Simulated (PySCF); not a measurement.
## How methods differ on the ionisation energy of Be

Be [He] 2s2 (1S) → Be⁺ [He] 2s1 (2S), as a difference of total energies. Computed with PySCF 2.14 in aug-cc-pCVDZ (5s4p2d, 27 functions), with no relativity, point nucleus. Correlated levels: valence: 1s2 frozen; valence and next inner shell: nothing frozen. The calculations carry no spin-orbit coupling.

| method | ionisation energy (eV) | error (eV) |
| --- | --- | --- |
| UHF | 8.048 | -1.275 |
| LDA | 9.023 | -0.300 |
| PBE | 8.998 | -0.325 |
| PBE0 | 8.972 | -0.351 |
| r2SCAN | 8.789 | -0.534 |
| MN15 | 8.966 | -0.357 |
| r2SCANh | 8.804 | -0.519 |
| CAM-B3LYP | 9.114 | -0.209 |
| B2PLYP | 8.991 | -0.332 |
| MP2 (valence) | 8.760 | -0.563 |
| SCS-MP2 (valence) | 8.903 | -0.420 |
| MP2 (valence and next inner shell) | 8.777 | -0.546 |
| SCS-MP2 (valence and next inner shell) | 8.917 | -0.406 |

Reference: 9.323 eV (measured; NIST Atomic Spectra Database, ionization energies).

Errors of the correlated levels include the incompleteness of this basis and the frozen core.

MP2 underrates the near-degeneracy of ns² with np² in the lower species.
